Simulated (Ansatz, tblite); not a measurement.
# SiMe2 (C₂H₆Si): a ladder of methods and basis sets

One table from this session's results is given with a row withheld; the runs are named, their logs left out.

Computed with Ansatz 0.2.0, Gaussian basis. Level: as each input shows.

Plan: GFN1-xTB, GFN2-xTB, PBE-D4/def2-TZVP, r2SCAN-D4/def2-TZVP, ωB97M-V/def2-TZVP, LC-ωPBE/def2-TZVP, PBE-QIDH/def2-TZVP, PBE-D4/def2-SVP, PBE0-D4/def2-SVP, HF/STO-3G, CCSD(T)/def2-TZVPP, MP2/def2-TZVP.

2 further runs of the same task are left out: 2 set aside as unsound or not needed.

## The relaxed structure

The geometry is that of the singlet, from an earlier relaxation (PBE0-D4/def2-TZVP).

9 atoms, charge 0, spin multiplicity 1.

Bond lengths: C1–Si3 1.898 Å, C1–H4 1.098 Å, C1–H5 1.097 Å, C1–H6 1.091 Å, C2–Si3 1.898 Å, C2–H7 1.098 Å, C2–H8 1.097 Å, C2–H9 1.091 Å. Angles: Si3–C1–H4 109.5°, Si3–C1–H5 110.4°, Si3–C1–H6 113.4°, H4–C1–H5 106.2°, H4–C1–H6 108.4°, H5–C1–H6 108.7°, Si3–C2–H7 109.2°, Si3–C2–H8 110.7°, Si3–C2–H9 113.4°, H7–C2–H8 106.2°, H7–C2–H9 108.3°, H8–C2–H9 108.8°, C1–Si3–C2 97.4°.

Geometry (Å):

```mol
C2H6Si
  3D, bonds by distance, orders not assigned

  9  8  0  0  0  0  0  0  0  0999 V2000
    1.4263   -0.0124   -0.0494 C   0  0
   -1.4263    0.0110   -0.0464 C   0  0
   -0.0012    0.0091   -1.3000 Si  0  0
    1.3642   -0.9226    0.5616 H   0  0
    1.3374    0.8305    0.6478 H   0  0
    2.4114    0.0224   -0.5167 H   0  0
   -1.3683    0.9211    0.5656 H   0  0
   -1.3314   -0.8320    0.6495 H   0  0
   -2.4120   -0.0271   -0.5120 H   0  0
  1  3  8  0
  1  4  8  0
  1  5  8  0
  1  6  8  0
  2  3  8  0
  2  7  8  0
  2  8  8  0
  2  9  8  0
M  END
```

PBE0-D4/def2-TZVP was run before; its log isn't repeated, and its numbers join the tables.

The first run:

Tight binding, by tblite at 300 K electronic temperature and without a spin-polarisation term:

```python
tblite.interface.Calculator('GFN1-xTB', numbers, positions, charge=0, uhf=0).singlepoint()
```

Tight binding, by tblite at 300 K electronic temperature and without a spin-polarisation term:

```python
tblite.interface.Calculator('GFN2-xTB', numbers, positions, charge=0, uhf=0).singlepoint()
```

start.molden holds the orbitals of an earlier run on this state, given as this run's starting guess.

Input file in.yaml:

```yaml
crystal:
  periodic: [false, false, false]
  atoms:
    - {symbol: C, position_ang: [1.426325, -0.012358, -0.049407]}
    - {symbol: C, position_ang: [-1.426298, 0.010987, -0.046376]}
    - {symbol: Si, position_ang: [-0.001243, 0.009063, -1.299961]}
    - {symbol: H, position_ang: [1.364165, -0.922561, 0.561615]}
    - {symbol: H, position_ang: [1.337424, 0.830455, 0.647765]}
    - {symbol: H, position_ang: [2.411376, 0.022396, -0.516745]}
    - {symbol: H, position_ang: [-1.368322, 0.921069, 0.565636]}
    - {symbol: H, position_ang: [-1.331377, -0.831959, 0.649502]}
    - {symbol: H, position_ang: [-2.412041, -0.027102, -0.512018]}
basis:
  gaussian: {orbitals: def2-TZVP, initial_orbitals: start.molden}
hamiltonian: {xc: pbe, dispersion: d4}
scf: {omitted_lower_state_checks: [starts]}
output: {forces: true, orbitals: {seedname: orbitals}}
```

Command:

```bash
ansatz run in.yaml --threads 2 --pin off --events-out ev --progress --plain --max-ram 4352MiB
```

Among the steps run: PBE-D4/def2-TZVP; r2SCAN-D4/def2-TZVP; ωB97M-V/def2-TZVP; LC-ωPBE/def2-TZVP; PBE-QIDH/def2-TZVP; PBE-D4/def2-SVP; PBE0-D4/def2-SVP; HF/STO-3G; CCSD(T)/def2-TZVPP; MP2/def2-TZVP.

One of the session's tables, all rows but one given; the rest of the session is left out.

It belongs to the step «Binding energy». 

```
             method  binding an atom (eV)
          HF/STO-3G                 3.635
       HF/def2-TZVP                 2.765
      HF/def2-TZVPP                 2.772
    PBE-D4/def2-SVP                 3.717
   PBE-D4/def2-TZVP                     ?
r2SCAN-D4/def2-TZVP                 3.668
   PBE0-D4/def2-SVP                 3.686
  PBE0-D4/def2-TZVP                 3.675
  LC-ωPBE/def2-TZVP                 3.645
  ωB97M-V/def2-TZVP                 3.689
      MP2/def2-TZVP                 3.545
    CCSD/def2-TZVPP                 3.558
 CCSD(T)/def2-TZVPP                 3.598
```

Estimate the missing values for PBE-D4/def2-TZVP.

As computed: binding an atom (eV): 3.711. In the column «binding an atom (eV)» it lies between ωB97M-V/def2-TZVP (3.689) and PBE-D4/def2-SVP (3.717).

Limits of these values: Free atoms were run apart at each level; binding is atoms less cluster, divided by the number of atoms, without zero-point or spin-orbit terms.
